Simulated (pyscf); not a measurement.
Concerted two-bond exchange: SnH₂ (SMILES [SnH2]) [singlet] + H₂S (SMILES S) → S=SnH₂ (SMILES [S]=[SnH2]) + H₂ (SMILES [H][H])

Gas phase, singlet surface, charge 0. Bonds broken: S4–H5, S4–H6. Bonds formed: Sn1–S4, H5–H6. Structures and frequencies: ωB97X-D3(BJ)/def2-SVP in PySCF.

Transition state (Å):

```xyz
6

Sn     0.3635    -0.7047     0.2558
H      0.3829     0.1571     1.7687
H     -0.5037    -2.1400     0.7249
S     -1.1499     0.5447    -1.2102
H     -2.7971     0.6134    -1.0914
H     -2.5059     1.3691    -0.7484
```

One imaginary mode, 1124i cm⁻¹; descent along it reached the two sides named, in the forms told below.

```tsv
bond	change	reactant side (Å)	saddle	product side
S4–H5	breaks	1.346	1.653	3.8
S4–H6	breaks	1.347	1.653	3.8
Sn1–S4	forms	2.9	2.450	2.201
H5–H6	forms	1.955	0.880	0.760
```

Electronic energies relative to the separated reactants (eV):

```tsv
level	barrier	reaction energy	reverse barrier
ωB97X-D3(BJ)/def2-TZVP	1.83	-0.22	2.05
PBE/def2-TZVP	1.34	-0.14	1.48
r²SCAN/def2-TZVP	1.47	-0.21	1.68
B3LYP-D3(BJ)/def2-TZVP	1.67	-0.02	1.69
PBE0-D3(BJ)/def2-TZVP	1.60	-0.09	1.69
M06-2X/def2-TZVP	1.85	-0.21	2.05
ωB97M-D3(BJ)/def2-TZVP	1.98	+0.08	1.90
HF/def2-TZVP	2.76	+0.25	2.51
```

With ωB97M-D3(BJ)/def2-TZVP energies and thermal terms (ideal gas, 1 atm, RRHO with modes under 100 cm⁻¹ raised to 100, one conformer, R ln 2 for chiral ones without a mode under 150 cm⁻¹), in eV:

| T (K) | ΔH‡ | ΔG‡ | ΔH | ΔG |
|---|---|---|---|---|
| 298 | 1.93 | 2.36 | +0.05 | +0.16 |
| 600 | 1.96 | 2.78 | +0.09 | +0.25 |
| 900 | 1.99 | 3.19 | +0.12 | +0.32 |
| 1200 | 2.03 | 3.58 | +0.15 | +0.38 |

On the reactant side the descent ends in an adduct with a S–Sn contact, 0.67 eV under the separated species and 2.50 eV under the saddle at ωB97X-D3(BJ)/def2-TZVP. What is counted as formed (S–Sn) is already present as a longer contact in the reactant adduct; forming that adduct is a step of its own. The same reactants have a lower exit, to HS–SnH: [singlet] + H₂ (barrier +0.08 eV at ωB97M-D3(BJ)/def2-TZVP, against +1.98 eV here). S=SnH₂ lies 1.04 eV over its isomer HS–SnH: [singlet] (electronic energy, ωB97M-D3(BJ)/def2-TZVP). One saddle was located; it need not be the lowest between these sides. Elements past Kr carry the def2 core potentials, without spin-orbit coupling.
